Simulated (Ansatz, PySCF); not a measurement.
Gas-phase reaction (SMILES): FCl -> F atom + Cl atom; the Cl-F bond at the site shown breaks (other sites are not compared here).

Structures are relaxed separately at B3LYP-D3(BJ)/def2-TZVP in Ansatz (an electronic-structure program). Cores are frozen in the correlated levels unless marked. Open shells are spin-unrestricted. Spin-orbit coupling is left out. No relativistic terms. CBS(X,Y): correlation extrapolated as X^-3; Hartree-Fock from the larger set (for Q and 5 zeta extrapolated as (X+1)exp(-9√X)). Thermal terms are rigid-rotor harmonic-oscillator values from B3LYP-D3(BJ) frequencies (PySCF) at 298.15 K and 1 atm. 1 Eh = 627.5095 kcal/mol. Atoms have translation alone.

```tsv
species	E, CCSD(T)/CBS(cc-pV(Q+d)Z,cc-pV(5+d)Z) (Ansatz) (Eh)	E, PBE0-D4/def2-TZVPD (Ansatz + dftd4) (Eh)	H - E (Eh)
FCl	-559.47574	-559.77185	0.00517
F atom	-99.66950	-99.67703	0.00236
Cl atom	-459.70650	-459.99797	0.00236
```

Question: Work out ΔE and ΔH at 298.15 K at the first level, then ΔH at the second.

Answer: 
1. ΔE = [(-99.66950) + (-459.70650)] - [(-559.47574)] = 0.09974 Eh = 62.6 kcal/mol at CCSD(T)/CBS(cc-pV(Q+d)Z,cc-pV(5+d)Z).
2. The terms H - E add up to -0.00045 Eh, so ΔH = (0.09974 + (-0.00045))×627.5095 = 62.3 kcal/mol.
3. At PBE0-D4/def2-TZVPD the same steps give ΔE = 60.8 and ΔH = 60.5 kcal/mol, a shift of -1.8 from the first level.
4. Tabulated enthalpies of formation (FCl -13.3 kcal/mol, ATcT 1.112; F atom 19.0 kcal/mol, ATcT 1.112; Cl atom 29.0 kcal/mol, ATcT 1.112) give ΔH = 61.3, so the errors are +1.0 and -0.8 kcal/mol; the tables hold anharmonic motion, scalar relativity, spin-orbit effects, which both levels lack, and core correlation, which the frozen-core level lacks.
